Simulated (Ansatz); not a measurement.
Bond stretch in BeH, doublet.

Computed with full CI/aug-cc-pVQZ, frozen core in Ansatz (a program for electronic structure).

Q: Relative to R = 1.36 Å, what are the energies at R = 1.28, 1.85, 2.43, 2.70 Å?

A: 1.2 mEh at 1.28 Å, 32.7 mEh at 1.85 Å, 70.6 mEh at 2.43 Å, 76.5 mEh at 2.70 Å.
